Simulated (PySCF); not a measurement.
Atoms are numbered as in `[CH3:1][CH:2]([CH3:3])[C:4]#[N:5]`. Each H is labelled by its parent atom.

GIAO shifts from PySCF 2.14.0 with density-fitted response routines on PBE0-D3(BJ)/def2-SVP geometries (one conformer, non-relativistic, equivalent nuclei averaged), against TMS at the same level and in the same medium; PCM means IEF-PCM chloroform.

Measured (solution, not stated per compound (mostly CDCl3 or CCl4); Pretsch, Buehlmann, Badertscher, Structure Determination of Organic Compounds, 4th ed. (2009)): C2 19.8, C1/C3 19.9, H(C2) 2.67, H(C1)/H(C3) 1.35 ppm.

Question: Which unscaled values do CAM-B3LYP/pcSseg-2, gas; PBE0/pcSseg-1, PCM; WP04/pcSseg-1, PCM; wB97X-D/pcSseg-1, PCM give, and how close are they?

Answer: 
```
      atoms  measured  CAM-B3LYP/pcSseg-2, gas  PBE0/pcSseg-1, PCM  WP04/pcSseg-1, PCM  wB97X-D/pcSseg-1, PCM
         C2      19.8                     23.0                22.1                26.0                   21.6
      C1/C3      19.9                     22.7                21.7                22.7                   22.0
      H(C2)      2.67                     2.44                2.54                2.51                   2.45
H(C1)/H(C3)      1.35                     1.24                1.30                1.31                   1.31
```

Mean absolute error for ¹³C: CAM-B3LYP/pcSseg-2, gas 3.0, PBE0/pcSseg-1, PCM 2.1, WP04/pcSseg-1, PCM 4.5, wB97X-D/pcSseg-1, PCM 2.0 ppm.

Mean absolute error for ¹H: CAM-B3LYP/pcSseg-2, gas 0.17, PBE0/pcSseg-1, PCM 0.09, WP04/pcSseg-1, PCM 0.10, wB97X-D/pcSseg-1, PCM 0.13 ppm.
